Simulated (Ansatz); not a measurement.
The input, for Ansatz 0.2.0:

```yaml
crystal:
  periodic: [false, false, false]
  atoms:
    - {symbol: Al, position_ang: [0.000000, 0.000000, 0.543918]}
    - {symbol: Al, position_ang: [0.000000, 0.000000, -2.671082]}
    - {symbol: H, position_ang: [0.000000, 0.000000, 2.127165]}
basis:
  gaussian: {orbitals: STO-3G}
magnetization: {spin_polarized: true, initial_magnetization: 3}
correlation: {method: ccsdt_q, electrons: valence, diis_vectors: 1}
output: {forces: true}
```

```sh
$ ansatz run in.yaml --threads 1 --pin off --events-out ev --progress --plain --max-ram 2393MiB
```

Log:

```
291 factors; integrals over basis functions are off by at most 2.6e-8 eV
mean field evaluation 1: about -13011.2661 eV, gradient 5.3e0 eV
mean field evaluation 2: about -13011.2725 eV, gradient 5.2e0 eV
mean field evaluation 4: about -13011.8433 eV, gradient 2.0e0 eV
mean field evaluation 8: about -13011.9616 eV, gradient 2.7e-2 eV
mean field evaluation 16: about -13012.8327 eV, gradient 5.1e0 eV
mean field evaluation 32: about -13011.9611 eV, gradient 8.9e-3 eV
mean field evaluation 64: about -13013.7240 eV, gradient 2.6e-3 eV
mean field evaluation 96: about -13013.9269 eV, gradient 9.7e-1 eV
mean field evaluation 128: about -13013.7203 eV, gradient 3.9e-1 eV
mean field evaluation 160: about -13013.7226 eV, gradient 2.2e-1 eV
...
cycle 290  -1.42052245 eV  change   -9.5e-6 eV  update   6.6e-5
cycle 291  -1.42052726 eV  change   -4.8e-6 eV  update   6.4e-5
cycle 292  -1.42053302 eV  change   -5.8e-6 eV  update   5.9e-5
cycle 293  -1.42054388 eV  change   -1.1e-5 eV  update   5.8e-5
cycle 294  -1.42055546 eV  change   -1.2e-5 eV  update   6.0e-5
cycle 295  -1.42056101 eV  change   -5.6e-6 eV  update   6.1e-5
cycle 296  -1.42056596 eV  change   -5.0e-6 eV  update   5.7e-5
cycle 297  -1.42057249 eV  change   -6.5e-6 eV  update   5.5e-5
cycle 298  -1.42058531 eV  change   -1.3e-5 eV  update   5.4e-5
cycle 299  -1.42059593 eV  change   -1.1e-5 eV  update   5.7e-5
Error: not converged in 300 cycles: update norm 2.927e-4, energy change -4.162e-5 eV
```

The run gave no result to rely on (not converged).

Ran on 1 thread of AMD EPYC 7B13, shared host: 4.7 s wall, 0.15 GiB peak host memory.
